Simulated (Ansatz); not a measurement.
What does this script print? It uses Ansatz's Python interface.

Contents of `albh5n.xyz`:
```text
8

B    -0.68040    0.78550   -0.70180
N     0.18380    0.80340    0.49960
Al    0.94810   -0.93030    0.57860
H    -1.58460    0.11260   -0.78180
H    -0.60700    1.67850   -1.53690
H    -0.41960    0.92870    1.34250
H     2.16350   -1.28790   -0.44550
H     0.08840   -2.14770    0.98960
```

`albh5n_composite.py`:
```python
import ansatz
import numpy as np

BASIS = "def2-SVP"
XC = "B3LYP"

geometry = ansatz.Crystal.molecule_from_extxyz("albh5n.xyz")

setup = geometry.calculation().basis(gaussian=BASIS).functional(XC)
symbols = [site.symbol for site in geometry.cartesian_sites]
start = np.array([site.position_ang for site in geometry.cartesian_sites], dtype=float)
rep = setup.relax(force_tolerance=0.01).run(threads=1, pin="off").report
end = np.array(rep["positions_ang"])
print("final positions (A) and the move of each atom")
for symbol, xyz, old in zip(symbols, end, start):
    print(f"{symbol:2s} {xyz[0]:10.5f} {xyz[1]:10.5f} {xyz[2]:10.5f}   {np.linalg.norm(xyz - old):7.4f}")

minimum = ansatz.Crystal.molecule()
for symbol, place in zip(symbols, end):
    minimum = minimum.atom(symbol, place.tolist())
at_minimum = minimum.calculation()
level = lambda method, basis: at_minimum.basis(gaussian=basis).correlation(method).run(threads=1, pin="off").report
small, large, cluster = level("mp2", "cc-pVDZ"), level("mp2", "cc-pVTZ"), level("ccsd_t", "cc-pVDZ")
corr = lambda each: (each["free_energy_ev"] - each["reference_energy_ev"]) / 27.211386246
mp2_limit = (27 * corr(large) - 8 * corr(small)) / 19
pieces = {"HF / cc-pVTZ": large["reference_energy_ev"] / 27.211386246, "MP2 correlation, DZ-TZ limit": mp2_limit, "CCSD(T) - MP2 / cc-pVDZ": corr(cluster) - corr(small)}
for name, value in pieces.items():
    print(f"{name:32s} {value:14.6f} Ha")
print(f"{'sum':32s} {sum(pieces.values()):14.6f} Ha")
print("T1 diagnostic", round(cluster["correlation"]["coupled_cluster"]["t1_diagnostic"], 4))
```

```console
$ python albh5n_composite.py
final positions (A) and the move of each atom
B    -0.75040    0.97196   -0.69949    0.1992
N    -0.44394    0.09924    0.36505    0.9529
Al    0.99555   -1.00658    0.45258    0.1548
H    -1.73856    1.67035   -0.66120    1.5700
H    -0.01020    1.01505   -1.65711    0.9004
H    -1.10610    0.11066    1.14039    1.0869
H     2.01789   -1.01601   -0.74658    0.4310
H     1.12795   -1.90187    1.75066    1.3116
HF / cc-pVTZ                        -324.055636 Ha
MP2 correlation, DZ-TZ limit          -0.431228 Ha
CCSD(T) - MP2 / cc-pVDZ               -0.048966 Ha
sum                                 -324.535830 Ha
T1 diagnostic 0.0132
```

Caveats:
- Total energies depend on the basis set; only differences at equal settings carry meaning.
- The sum leaves out core correlation, relativity, the Hartree-Fock basis error and zero-point energy; a DZ-TZ extrapolation is rough.
- b3lyp holds the VWN-RPA fit, as in Gaussian; the form of ORCA and Turbomole is b3lyp5.
- Inner cores stay frozen, so this is valence correlation.
- For Al to Cl the sets with a tight d function, cc-pV(X+d)Z, are usual.
- It ran for 39 s on 1 thread of Arm Neoverse V1, with other jobs on the host, peak memory 0.33 GiB.

(Lines on the test bed's own set-up are left out of the output.)
